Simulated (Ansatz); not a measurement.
Input file:

```yaml
crystal:
  periodic: [false, false, false]
  atoms:
    - {symbol: As, position_ang: [0.000368, 0.000036, -0.066967]}
    - {symbol: H, position_ang: [2.565187, 0.028507, 1.673401]}
    - {symbol: H, position_ang: [-1.321717, 2.213856, 1.653232]}
    - {symbol: H, position_ang: [-1.270794, -2.245021, 1.651130]}
basis:
  gaussian: {orbitals: x2c-TZVPPall}
magnetization: {spin_polarized: false}
correlation: {method: ccsd, electrons: outside_noble_gas, diis_vectors: 2}
accuracy: high
```

```sh
$ ansatz run in.yaml --threads 1 --pin off --events-out ev --progress --plain --max-ram 2393MiB
```

Question: Roughly how long does this take on 1 thread of Arm Neoverse V1, shared host, and how much host memory?

Answer: 17 s wall and 0.32 GiB.

```
1144 factors; integrals over basis functions are off by at most 6.4e-9 eV
mean field evaluation 1: about -61501.3578 eV, gradient 2.1e1 eV
mean field evaluation 2: about -61501.3863 eV, gradient 2.1e1 eV
mean field evaluation 4: about -61504.0720 eV, gradient 4.0e0 eV
mean field evaluation 8: about -61504.1644 eV, gradient 2.6e-1 eV
mean field evaluation 16: about -61504.1654 eV, gradient 2.4e-8 eV
mean field evaluation 32: about -61500.0107 eV, gradient 9.0e0 eV
mean field evaluation 64: about -61499.1445 eV, gradient 1.6e1 eV
mean field evaluation 96: about -61500.7649 eV, gradient 3.2e-1 eV
mean field evaluation 128: about -61498.0246 eV, gradient 1.5e1 eV
mean field -61504.16541804 eV, -2260.2363900922 hartree, gradient 4.3e-8 eV, S^2 0.000000; 2 other end points of the search recorded, 0 dependent functions left out; unrestricted orbitals would lower it
determinant -61504.16541804 eV, -2260.2363900922 hartree, with singles and doubles -61513.68736097 eV, -2260.5863150406 hartree
determinant -61500.78711548 eV, -2260.1122397630 hartree, with singles and doubles -61510.58822344 eV, -2260.4724238372 hartree
determinant -61500.76628668 eV, -2260.1114743189 hartree, with singles and doubles -61510.43715276 eV, -2260.4668720921 hartree
mean field evaluation 160: about -61504.1654 eV, gradient 1.3e-3 eV
...
cycle  48  -10.20807517 eV  change   -9.6e-9 eV  update   3.4e-9
cycle  49  -10.20807518 eV  change   -4.0e-9 eV  update   2.4e-9
cycle  50  -10.20807518 eV  change   -1.7e-9 eV  update   1.7e-9
cycle  51  -10.20807517 eV  change    2.9e-9 eV  update   1.3e-9
cycle  52  -10.20807516 eV  change    1.1e-8 eV  update   1.2e-9
cycle  53  -10.20807516 eV  change    7.9e-9 eV  update  8.9e-10
cycle  54  -10.20807515 eV  change    5.2e-9 eV  update  6.7e-10
cycle  55  -10.20807514 eV  change    1.0e-8 eV  update  5.1e-10
cycle  56  -10.20807514 eV  change    2.0e-9 eV  update  2.8e-10
cycle  57  -10.20807514 eV  change   3.9e-10 eV  update  2.0e-10
WARN: the results are in doubt because among natural orbitals full CI differs from the method by +1.599 eV
Total energy: -61514.37349317 eV, -2260.6115299342 hartree
Relativity: scalar
In doubt: among natural orbitals full CI differs from the method by +1.599 eV
```
